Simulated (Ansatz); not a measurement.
Relaxation of C4H7N (12 atoms, charge 0, multiplicity 1), to a largest force component of 0.02 eV/Å in at most 40 steps.

All numbers below come from UKS PBE0/STO-3G in Ansatz.

```xyz
12
Properties=species:S:1:pos:R:3
C -0.087 -0.082 -3.364
N 0.068 -0.987 -2.692
H -0.231 0.760 -3.989
C 0.774 -0.094 0.701
C -0.091 0.756 1.578
C -0.600 -0.557 1.071
H 0.945 0.222 -0.317
H 1.621 -0.593 1.146
H -0.509 1.663 1.167
H 0.165 0.836 2.624
H -0.694 -1.374 1.770
H -1.359 -0.551 0.305
```

Question: Where does it end, and by what steps?

Answer: The forces met the threshold. The force dipped under the threshold on the way, but the program's further checks kept it going. Limits of this set-up: minimal basis. After 24 steps the energy has fallen by 0.288 eV; N2 moved furthest, 0.99 Å.

| step | energy less start (eV) | largest force component (eV/Å) | accepted |
| --- | --- | --- | --- |
| 0 | 0.0000 | 6.143 | yes |
| 1 | -0.2325 | 1.575 | yes |
| 2 | -0.2478 | 0.228 | yes |
| 3 | -0.2504 | 0.118 | yes |
| 4 | -0.2532 | 0.175 | yes |
| 5 | -0.2584 | 0.202 | yes |
| 6 | -0.2609 | 0.966 | yes |
| 7 | -0.2707 | 0.822 | yes |
| 8 | -0.2823 | 0.195 | yes |
| 9 | -0.2849 | 0.096 | yes |
| 10 | -0.2752 | 1.138 | no |
| 11 | -0.2853 | 0.079 | yes |
| 12 | -0.2861 | 0.005 | yes |
| 13 | -0.2804 | 0.999 | no |
| 14 | -0.2866 | 0.113 | yes |
| 15 | -0.2868 | 0.106 | yes |
| 16 | -0.2870 | 0.098 | yes |
| 17 | -0.2871 | 0.241 | yes |
| 18 | -0.2874 | 0.103 | yes |
| 19 | -0.2876 | 0.004 | yes |
| 20 | -0.2878 | 0.058 | yes |
| 21 | -0.2831 | 0.930 | no |
| 22 | -0.2878 | 0.032 | no |
| 23 | -0.2879 | 0.006 | yes |
| 24 | -0.2880 | 0.011 | yes |

```xyz
12
Properties=species:S:1:pos:R:3
C 0.060 0.284 -3.773
N 0.371 -0.045 -2.675
H -0.224 0.584 -4.778
C 0.659 -0.333 0.752
C -0.096 0.738 1.516
C -0.630 -0.681 1.472
H 0.642 -0.293 -0.342
H 1.596 -0.698 1.179
H -0.623 1.503 0.942
H 0.328 1.098 2.456
H -0.567 -1.281 2.383
H -1.518 -0.877 0.868
```

Time of the run: 81 s on 1 thread of Intel(R) Xeon(R) Platinum 8259CL CPU @ 2.50GHz (Skylake/Cascade Lake), on a shared host, peak memory 0.14 GiB.
